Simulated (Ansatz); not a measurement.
Input for Ansatz (development build ahead of 0.2.0):

```yaml
crystal:
  periodic: [false, false, false]
  atoms:
    - { symbol: C, position_ang: [0.04162, 0.57878, -0.66315] }
    - { symbol: Si, position_ang: [-0.0339, -1.11979, -0.00834] }
    - { symbol: C, position_ang: [-0.04894, 0.57011, 0.64222] }
basis:
  gaussian: { orbitals: def2-SVP }
hamiltonian:
  xc: hf
correlation:
  method: mp2
  frozen_orbitals: { C: 1, Si: 5 }
```

The input is written out in the form of the current development build from the run's settings.

The run gave:

```json
{
 "Converged": "yes",
 "Reference energy": "-364.33450 hartree",
 "Correlation energy": "-0.31692 hartree",
 "Total energy": "-364.65142 hartree",
 "Spin squared of the determinant": "0.000",
 "Stability test": "minimum among restricted orbitals",
 "Occupied orbitals by symmetry in an Abelian subgroup (alpha; beta)": "11 A' 2 A''; 11 A' 2 A''"
}
```

Messages of the program:
```
mean field -9914.04682176 eV, -364.3345007174 hartree, gradient 3.3e-6 eV, S^2 0.000000; 0 other ends of a descent, 0 dependent functions left out; unlike orbitals of the two spins would lower it
```
